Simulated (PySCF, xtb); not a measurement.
carbonyl sulfide anion (COS), SMILES S=C=O (connectivity only; charge and spin as stated), charge -1, multiplicity 2.

Harmonic wavenumbers (cm⁻¹) from GFN2-xTB in xtb at its own minimum, in rising order: 448, 827, 1702.

What does PBE0-D3(BJ)/def2-TZVPD (PySCF) give at its own minimum? (The exact figures need the calculation; the answer reports its results.)

493, 738, 1722. Paired by order, the mean absolute difference is 51 cm⁻¹ and the zero-point energies are 4.3 and 4.2 kcal/mol.
